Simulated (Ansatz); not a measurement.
**[SiH$_{3}$···H···CH$_{2}$], triplet along the distance Si1-H5**

Starting geometry:

```
atom    x (Å)    y (Å)    z (Å)
  Si  -1.0124   0.0000   0.0000
   H  -1.5073   1.3997   0.0000
   H  -1.5073  -0.6999   1.2122
   H  -1.5073  -0.6999  -1.2122
   H   0.4722   0.0000   0.0000
   C   2.2586   0.0000   0.0000
   H   2.6731   0.0000   0.9962
   H   2.6731   0.0000  -0.9962
```

From there H5 is moved from one fragment to the other while all else, the fragments' distance too, stays fixed, so the hump isn't the reaction's barrier; atoms are numbered as listed. Energies are in kcal/mol, counted from the starting geometry at the same level.

Basis cc-pVDZ; Ansatz 0.2.0. Correlated methods freeze the noble-gas cores. R marks a restricted (for open shells ROHF) determinant, U an unrestricted one.

Full CI isn't at hand for all of this; UCCSDT(Q) serves as the reference, and is uncertain by about the last step of the cluster series. The frozen core follows each run's orbitals, which can shift R against U totals by a few meV.

```
distance Si1-H5 (Å)  UCCSDT(Q)  error RHF  error RMP2  error UCCSD(T)  error BCCD(T)  error RCCSDT  error RCCSDT(Q)
              1.485        0.0        0.0         0.0             0.0            0.0           0.0              0.0
              1.584        0.5        2.8         0.5             0.1            0.1           0.0              0.0
              1.783        0.8       11.2         0.4             0.2            0.2           0.1              0.0
              1.982       -8.0       10.3        -0.5             0.1            0.1           0.0              0.0
              2.181      -15.7        5.2        -1.2             0.0            0.0           0.0              0.0
```

Errors are those of relative energies. In total energy the starting point itself misses UCCSDT(Q) by: RHF 176.4, RMP2 36.3, UCCSD(T) 0.8, BCCD(T) 0.8, RCCSDT 0.1, RCCSDT(Q) 0.0 kcal/mol.

Spread of the error over the points with a reference, to 2.181 Å (largest less smallest): RCCSDT(Q) 0.0, RCCSDT 0.1, BCCD(T) 0.2, UCCSD(T) 0.2, RMP2 1.7, RHF 11.2 kcal/mol.
